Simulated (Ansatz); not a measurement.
The input, for Ansatz 0.2.0:

```yaml
crystal:
  periodic: [false, false, false]
  atoms:
    - {symbol: Ga, position_ang: [-0.000101, -0.376720, 2.227779]}
    - {symbol: Al, position_ang: [-0.001767, -0.246394, -0.406627]}
    - {symbol: P, position_ang: [0.000312, -0.398005, -2.579296]}
    - {symbol: H, position_ang: [0.001556, 1.021119, 0.758143]}
basis:
  gaussian: {orbitals: cc-pVDZ}
magnetization: {spin_polarized: true, initial_magnetization: 0}
hamiltonian: {xc: {name: PBE0}}
output: {orbitals: {seedname: orbitals}}
```

```sh
$ ansatz run in.yaml --threads 1 --pin off --events-out ev --progress --plain --max-ram 2393MiB
```

Log:

```
740 factors; integrals over basis functions are off by at most 1.1e-3 eV
mean field evaluation 1: about -68255.4139 eV, gradient 2.4e1 eV
mean field evaluation 2: about -68122.6865 eV, gradient 8.7e1 eV
mean field evaluation 4: about -68262.6230 eV, gradient 3.6e0 eV
mean field evaluation 8: about -68262.8012 eV, gradient 8.0e-1 eV
mean field evaluation 16: about -68262.8468 eV, gradient 4.4e-3 eV
mean field evaluation 32: about -68263.2464 eV, gradient 6.6e-1 eV
mean field evaluation 64: about -68263.2751 eV, gradient 5.0e-2 eV
mean field evaluation 96: about -68263.1029 eV, gradient 8.4e-1 eV
mean field -68263.27566943 eV, -2508.6291103415 hartree, gradient 1.6e-5 eV, S^2 1.006556; 10 other end points of the search recorded, 0 dependent functions left out
reference -68263.27569616 eV, -2508.6291113238 hartree; 30, 30 occupied and 38, 38 virtual orbitals, 740 factors
Total energy: -68263.27569616 eV, -2508.6291113238 hartree
```

Ran on 1 thread of Arm Neoverse N1, shared host: 36 s wall, 0.21 GiB peak host memory.
